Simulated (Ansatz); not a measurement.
Species: CS, charge 0, singlet. CS (methanidylidynesulfanium, SMILES [C-]#[S+]).
B3LYP-D3(BJ)/def2-TZVP minimum from Ansatz (a first-principles code):
```xyz
2

C      0.0000     0.0000    -1.1142
S      0.0000     0.0000     0.4178
```

Quantity: atomisation energy (electronic, to ground-state atoms), in kJ/mol. Open shells are spin-unrestricted; no spin-orbit coupling. CBS(X,Y): correlation extrapolated as X^-3, Hartree-Fock from the larger set (Q,5: extrapolated as (X+1)exp(-9√X)). A bracket is a step between two methods taken in the basis named. Functionals run without relativity, which enters their misses. Double hybrids freeze cores in their MP2 part. '+ core + X2C': CCSD(T) terms for core correlation (cc-pwCVTZ, 1s frozen past Ne) and scalar relativity (cc-pVTZ-DK). The T1 diagnostic of CS ([C-]#[S+], singlet) reaches 0.025 in the sets run.

CCSD(T)/CBS(cc-pV(Q+d)Z,cc-pV(5+d)Z) + [CCSDT(Q) - CCSD(T)]/cc-pV(5+d)Z + [CCSDTQ - CCSDT(Q)]/cc-pV(D+d)Z + core + X2C (Ansatz) gives 720.0 kJ/mol.

**Question.** What does PBE/def2-TZVPD (Ansatz) give here, and how do the other levels compare?

**Answer.** PBE gives 751.5 kJ/mol, 31.5 kJ/mol above it. Differences of the others: B3LYP/def2-TZVPD (Ansatz) -24.1; PBE0/def2-TZVPD (Ansatz) -16.5; wB97M-V/def2-TZVPD (Ansatz) -0.9; B2PLYP/def2-TZVPD (Ansatz) -14.5; CCSD(T)/CBS(cc-pV(Q+d)Z,cc-pV(5+d)Z) + core + X2C (Ansatz) -1.7 kJ/mol. Nearer than PBE: B3LYP/def2-TZVPD, PBE0/def2-TZVPD, wB97M-V/def2-TZVPD, B2PLYP/def2-TZVPD, CCSD(T)/CBS(cc-pV(Q+d)Z,cc-pV(5+d)Z) + core + X2C.
